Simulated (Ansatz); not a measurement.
**Question.** Name a neutral molecule of C, F, N, O, S and H with HOMO energy (PBE0/def2-TZVPP) between -7.55 and -7.25 eV and LUMO energy (PBE/def2-TZVPP) between -0.65 and -0.35 eV (Ansatz, PBE0-D4/def2-TZVP geometry).

**Answer.** `NC(F)OCS` (-7.30 eV, -0.54 eV). Other molecules can fit too; these were computed, each in one conformer that needn't be the lowest.
